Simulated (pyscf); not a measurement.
Concerted two-bond exchange: `[OH2]` + `[O][SnH]([OH])[OH]` [doublet] → `[OH][SnH]([OH])[OH]` + `[OH]` [doublet]

Gas phase, doublet surface, charge 0. Bonds broken: O1–H7, Sn2–O3. Bonds formed: O1–Sn2, O3–H7. Single points on ωB97X-D3(BJ)/def2-SVP structures (PySCF, gas phase).

Transition state (Å):

```xyz
10

O      0.7535     0.3753    -0.9660
Sn    -1.0795    -0.4365    -0.1824
O      0.7395    -0.4886     1.1830
O     -2.1292     0.0330    -1.7874
O     -1.8906     0.8076     1.1048
H      1.1544     0.1038    -1.8007
H      1.1481    -0.0071     0.0409
H     -2.4344     0.9486    -1.7583
H     -1.4099     0.7919     1.9427
H     -1.1103    -2.1317    -0.1765
```

One imaginary mode, 676i cm⁻¹; descent along it reached the two sides named, in the forms told below.

| bond | change | reactant side (Å) | saddle | product side |
|---|---|---|---|---|
| O1–H7 | breaks | 0.968 | 1.147 | 1.753 |
| Sn2–O3 | breaks | 2.019 | 2.275 | 2.7 |
| O1–Sn2 | forms | 2.462 | 2.152 | 2.003 |
| O3–H7 | forms | 2.390 | 1.305 | 0.998 |

Electronic energies relative to the separated reactants (kcal/mol):

```json
[
 {"level": "ωB97X-D3(BJ)/def2-TZVP", "barrier": "2.3", "reaction energy": "-0.8", "reverse barrier": "3.1"},
 {"level": "PBE/def2-TZVP", "barrier": "0.3", "reaction energy": "+1.6", "reverse barrier": "-1.4"},
 {"level": "r²SCAN/def2-TZVP", "barrier": "-0.7", "reaction energy": "0.0", "reverse barrier": "-0.7"},
 {"level": "B3LYP-D3(BJ)/def2-TZVP", "barrier": "2.7", "reaction energy": "+0.1", "reverse barrier": "2.6"},
 {"level": "PBE0-D3(BJ)/def2-TZVP", "barrier": "1.3", "reaction energy": "-0.3", "reverse barrier": "1.6"},
 {"level": "M06-2X/def2-TZVP", "barrier": "0.5", "reaction energy": "-1.2", "reverse barrier": "1.8"},
 {"level": "ωB97M-D3(BJ)/def2-TZVP", "barrier": "3.4", "reaction energy": "-0.6", "reverse barrier": "4.0"},
 {"level": "HF/def2-TZVP", "barrier": "15.9", "reaction energy": "-2.0", "reverse barrier": "17.9"}
]
```

With ωB97M-D3(BJ)/def2-TZVP energies and thermal terms (ideal gas, 1 atm, RRHO with modes under 100 cm⁻¹ raised to 100, one conformer, R ln 2 for chiral ones without a mode under 150 cm⁻¹), in kcal/mol:

```json
[
 {"T (K)": "298", "ΔH‡": "1.9", "ΔG‡": "13.8", "ΔH": "-1.6", "ΔG": "-0.5"},
 {"T (K)": "600", "ΔH‡": "2.0", "ΔG‡": "25.9", "ΔH": "-1.1", "ΔG": "+0.5"},
 {"T (K)": "900", "ΔH‡": "2.7", "ΔG‡": "37.7", "ΔH": "-0.6", "ΔG": "+1.1"},
 {"T (K)": "1200", "ΔH‡": "3.5", "ΔG‡": "49.2", "ΔH": "-0.2", "ΔG": "+1.6"}
]
```

On the reactant side the descent ends in an adduct with a O–Sn contact (not fully relaxed), 13.8 kcal/mol under the separated species and 16.1 kcal/mol under the saddle at ωB97X-D3(BJ)/def2-TZVP. On the product side the descent ends in a bound adduct, 9.7 kcal/mol under the separated species and 12.8 kcal/mol under the saddle at ωB97X-D3(BJ)/def2-TZVP. At r²SCAN the saddle lies under the separated reactants, which points to a path from their complex (located at ωB97X-D3(BJ) alone). At PBE, r²SCAN the saddle lies under the separated products, which points to a path from their complex (located at ωB97X-D3(BJ) alone). What is counted as formed (O–Sn) is already present as a longer contact in the reactant adduct; forming that adduct is a step of its own. This saddle turned up in a search for another step; its sides and bond changes are read from the two ends of the descent. •O–SnH(OH)–OH lies 47.8 kcal/mol over its isomer HO–Sn•(OH)–OH (electronic energy, ωB97M-D3(BJ)/def2-TZVP). This is the saddle that the search found; another between the same sides may lie lower. Left out: orbital degeneracy and the spin-orbit lowering of OH. Elements past Kr carry the def2 core potentials, without spin-orbit coupling.
